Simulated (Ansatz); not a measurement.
**SiH2O+ (doublet): wave-function methods side by side, cc-pVDZ**

One table from this session's results is given with a row withheld; the runs are named, their logs left out.

The runs use Ansatz 0.2.0, Gaussian basis; cc-pVDZ, core rule «outside noble gas», up to 6 orbitals frozen.

Plan: UHF; CCSD(T) on ROHF; CCSD(T) on UHF; BCCD(T) on ROHF; CISD; CCSDT(Q) on ROHF; CCSDT(Q) on UHF.

26 further runs of the same task are left out: 10 for a known fault of the program, 9 that didn't finish, 7 set aside as unsound or not needed.

**The system**

The geometry is a PBE0/def2-TZVP stationary point (not a proven minimum) of the parent state, kept for this charge and spin.

4 atoms, charge 1, spin multiplicity 2.

Atoms are counted from 1 here; the program's logs count them from 0.

Bond lengths: Si1–O2 1.657 Å, Si1–H3 1.532 Å, O2–H4 0.961 Å. Angles: O2–Si1–H3 94.4°, Si1–O2–H4 114.2°.

The first run:

Input file in.yaml:

```yaml
crystal:
  periodic: [false, false, false]
  atoms:
    - {symbol: Si, position_ang: [0.000000, -0.118572, 0.606157]}
    - {symbol: O, position_ang: [0.000000, 0.162082, -1.027349]}
    - {symbol: H, position_ang: [0.000000, 1.366569, 0.980666]}
    - {symbol: H, position_ang: [0.000000, -0.635437, -1.563283]}
basis:
  gaussian: {orbitals: cc-pVDZ}
total_charge: 1
magnetization: {spin_polarized: true, initial_magnetization: 1}
hamiltonian: {xc: hf}
output: {orbitals: {seedname: orbitals}}
```

Command:

```console
ansatz run in.yaml --threads 1 --pin off --events-out ev --progress --plain --max-ram 2393MiB
```

Among the steps run: UHF; CCSD(T) on ROHF; CCSD(T) on UHF; BCCD(T) on ROHF; CISD; CCSDT(Q) on ROHF; CCSDT(Q) on UHF.

One of the session's tables, all rows but one given; the rest of the session is left out.

```
   method  from UCCSDT(Q) (kcal/mol)
     ROHF                    +180.84
      UHF                    +178.23
     RMP2                     +17.50
     UMP2                          ?
     CISD                     +19.04
    RCCSD                      +6.33
    UCCSD                      +6.24
 RCCSD(T)                      +1.18
 UCCSD(T)                      +1.18
  BCCD(T)                      +1.16
   RCCSDT                      +0.63
   UCCSDT                      +0.62
RCCSDT(Q)                      +0.17
UCCSDT(Q)                          0
```

Estimate the missing values for UMP2.

The run gave: from UCCSDT(Q) (kcal/mol): +17.13. In the column «from UCCSDT(Q) (kcal/mol)» it lies between RCCSD (+6.33) and RMP2 (+17.50).

Limits of these values: Restricted and unrestricted rows rest on different reference determinants; where their highest levels disagree by more than a few hundredths of an eV, they describe different states and don't form one ladder.
